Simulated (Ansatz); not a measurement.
# Al₂H (sextet): wave-function methods side by side, cc-pVDZ

The task here is to estimate one member of a computed series from the others.

Method: cc-pVDZ, core rule «outside noble gas», up to 10 orbitals frozen; program: Ansatz 0.2.0, Gaussian basis.

Plan: UHF; CCSD(T) on ROHF; CCSD(T) on UHF; BCCD(T) on ROHF; CISD; CCSDT(Q) on ROHF; CCSDT(Q) on UHF; CISDTQ; CCSDTQ on ROHF; CCSDTQ on UHF.

6 further runs of the same task are left out: 3 for a known fault of the program, 1 that didn't finish, 2 set aside as unsound or not needed.

**What is computed**

The geometry is a PBE0/def2-TZVP stationary point (not a proven minimum) of the parent state, kept for this charge and spin.

3 atoms, charge 0, spin multiplicity 6.

Atoms are counted from 1 here; the program's logs count them from 0.

Bond lengths: Al1–Al2 2.360 Å, Al1–H3 1.583 Å. Angles: Al2–Al1–H3 180.0°.

Set-up of the first run:

Input file in.yaml:

```yaml
crystal:
  periodic: [false, false, false]
  atoms:
    - {symbol: Al, position_ang: [0.000000, 0.000000, 0.259056]}
    - {symbol: Al, position_ang: [0.000000, 0.000000, -2.101360]}
    - {symbol: H, position_ang: [0.000000, 0.000000, 1.842303]}
basis:
  gaussian: {orbitals: cc-pVDZ}
magnetization: {spin_polarized: true, initial_magnetization: 5}
hamiltonian: {xc: hf}
output: {orbitals: {seedname: orbitals}}
```

Started as:

```console
$ ansatz run in.yaml --threads 1 --pin off --events-out ev --progress --plain --max-ram 2816MiB --backend cpu
```

Among the steps run: UHF; CCSD(T) on ROHF; CCSD(T) on UHF; BCCD(T) on ROHF; CISD; CCSDT(Q) on ROHF; CCSDT(Q) on UHF; CISDTQ; CCSDTQ on ROHF; CCSDTQ on UHF.

One of the session's tables, all rows but one given; the rest of the session is left out.

```
   method  from UCCSDTQ (meV)
     ROHF             +2286.5
      UHF             +2270.0
     RMP2              +769.3
     UMP2              +768.7
     CISD              +149.0
    RCCSD              +125.9
    UCCSD              +125.7
 RCCSD(T)               +46.7
 UCCSD(T)               +46.6
  BCCD(T)                   ?
   RCCSDT                +5.0
   UCCSDT                +4.6
   CISDTQ                +2.5
RCCSDT(Q)                +1.4
UCCSDT(Q)                +0.2
  RCCSDTQ                +0.5
  UCCSDTQ                   0
```

Estimate the missing values for BCCD(T).

As computed: from UCCSDTQ (meV): +43.8. In the column «from UCCSDTQ (meV)» it lies between RCCSDT (+5.0) and UCCSD(T) (+46.6).

To keep in mind: Restricted and unrestricted rows rest on different reference determinants; where their highest levels disagree by more than a few hundredths of an eV, they describe different states and don't form one ladder.
